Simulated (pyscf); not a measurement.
This saddle point was located with ωB97X-D3(BJ)/def2-SVP in PySCF.

```xyz
8

Si     0.8680     0.8886     0.1340
Si     0.9426    -1.2933     1.0608
Cl     0.6031    -1.5524     3.0902
Cl    -0.1339    -2.7591     0.0659
H      0.6661     0.4441    -1.2679
H      2.2365     1.4285     0.3849
H     -0.0676     1.9969     0.4981
H     -0.3073    -0.1434     0.8966
```
Charge 0, spin multiplicity 1.

Surface: singlet, charge 0. Lowest wavenumbers (cm⁻¹): 517i, 94, 164, 165, 289.

Q: What reaction is this the transition state of?

A: `[SiH3][SiH]([Cl])[Cl]` ⇌ `[SiH4]` + `[Cl][Si][Cl]` [singlet], a 1,1-elimination read from left to right: Si–Si, H–Si broken and H–Si formed. At CCSD(T)/def2-TZVPP + ΔMP2(QZVPP) it lies +2.26 eV from the left side and +0.79 eV from the right (each side as separated species at their lowest minima found). One saddle was located; it need not be the lowest between these sides. The CCSD(T) − MP2 part came from Ansatz, without density fitting, on the same reference.
